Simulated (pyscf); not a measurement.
Structures and frequencies: ωB97X-D3(BJ)/def2-SVP in PySCF. MP2 and CC: frozen core, UHF for open shells. ΔMP2 is the change of the MP2 total energy from the triple- to the quadruple-zeta basis.

Q: Estimate by transition-state theory the rate constant of H₂O (SMILES O) + [HO–B–OH]• (SMILES O[B]O) -> HO–B(OH)–OH (SMILES OB(O)O) + H• (SMILES [H]) (doublet surface; H–O broken, B–O formed) at 900 K, with CCSD(T)/def2-TZVPP + ΔMP2(QZVPP) energies (ideal gas, 1 atm, RRHO with modes under 100 cm⁻¹ raised to 100, one conformer, R ln 2 for chiral ones without a mode under 150 cm⁻¹; no tunnelling).

A: The electronic barrier is 10.9 kcal/mol and the thermal terms add +27.5, so ΔG‡ = 38.3 kcal/mol. With k_BT/h = 1.88e+13 s⁻¹ and RT = 1.788 kcal/mol, and a volume of 1.23e-19 cm³ per molecule at 1 atm, k = 1.1e-15 cm³ molecule⁻¹ s⁻¹. Wigner's tunnelling factor for 1808i cm⁻¹ would be 1.35. A shift of 1 kcal/mol in the barrier changes k by a factor 1.7. One saddle was located; it need not be the lowest between these sides. The angle at the attacked O is 118°. The CCSD(T) − MP2 part came from Ansatz, without density fitting, on the same reference.
